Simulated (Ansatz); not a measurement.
```yaml
crystal:
  periodic: [false, false, false]
  atoms:
    - {symbol: Cl, position_ang: [0.000000, 0.000000, 0.000000]}
    - {symbol: Mg, position_ang: [0.000000, 0.000000, 2.204100]}
basis:
  gaussian: {orbitals: def2-TZVP}
total_charge: 1
hamiltonian: {xc: pbe0}
relax: {f_tol: 0.004, max_steps: 80}
```

```sh
$ ansatz run in.yaml --threads 1 --pin off --events-out ev --progress --plain --max-ram 2176MiB
```

Steps of the relaxation (energy above the last step; positions in Å, forces in eV/Å):

```
2
step 1, 65.0 meV
Cl    0.000    0.000    0.000    0.000    0.000    1.272
Mg    0.000    0.000    2.204    0.000    0.000   -1.272
```

```
2
step 2, 4.0 meV
Cl    0.000    0.000    0.036    0.000    0.000    0.350
Mg    0.000    0.000    2.168    0.000    0.000   -0.350
```

```
2
step 3, 0.1 meV
Cl    0.000    0.000    0.050    0.000    0.000   -0.058
Mg    0.000    0.000    2.155    0.000    0.000    0.058
```

```
2
step 5, 0.0 meV
Cl    0.000    0.000    0.048    0.000    0.000    0.000
Mg    0.000    0.000    2.156    0.000    0.000    0.000
```

Close pairs at the end: Cl1–Mg2 2.108 Å.

A stationary point of restricted PBE0 after 5 steps (its stability towards spin polarisation wasn't tested). 6 s on 1 thread of Intel Xeon Platinum 8375C, shared host.
